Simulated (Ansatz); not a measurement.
Rock-salt HfC was calculated with rVV10 in Ansatz (plane waves, PAW).

Numerical settings: plane-wave cutoff 520 eV, 20×20×20 k mesh, Fermi–Dirac smearing 0.05 eV, scalar-relativistic PAW data made under PBE.

Pressure at four volumes; x = ln(V/12.777 Å³). One pressure is withheld.

| V (Å³/atom) | x | P (GPa) |
|---|---|---|
| 12.010 | -0.0619 | ? |
| 12.266 | -0.0408 | 10.17 |
| 12.777 | 0.0000 | 0.02 |
| 13.543 | 0.0582 | -11.86 |

Q: Pass a parabola P(x) through the three rows shown, estimate the bulk modulus and its pressure derivative near zero pressure, and predict the withheld pressure.

A: Slopes between the rows: (0.02 − (10.17))/(0.0000 − (-0.0408)) = -248.77 and (-11.86 − (0.02))/(0.0582 − (0.0000)) = -204.12 GPa. Their difference over the span 0.0990 is c = 44.65/0.0990 = 451.0 GPa, so P(x) = 10.17 + (-248.77)(x − (-0.0408)) + 451.0 (x − (-0.0408))(x − (0.0000)). At the middle row B = −dP/dx = −[-248.77 + 451.0 × 0.0408] = 230.4 GPa, and B′ = dB/dP = 2c/B = 3.9. At x = -0.0619 the parabola gives 16.01 GPa; the run gives 16.05 GPa. The Birch–Murnaghan fit to the energies at all volumes has B0 = 229 GPa and B′ = 4.0.

Measured, for comparison: bulk modulus 242 GPa (room temperature, no zero-point or thermal correction, our sources range from 242 to 286; as tabulated in Synthesis of Binary Transition Metal Nitrides, Carbides and Borides from the …). Computed (rounded) less measured: bulk modulus not scored (sources differ).

Spin–orbit coupling is not included.

Ansatz is an electronic-structure program.
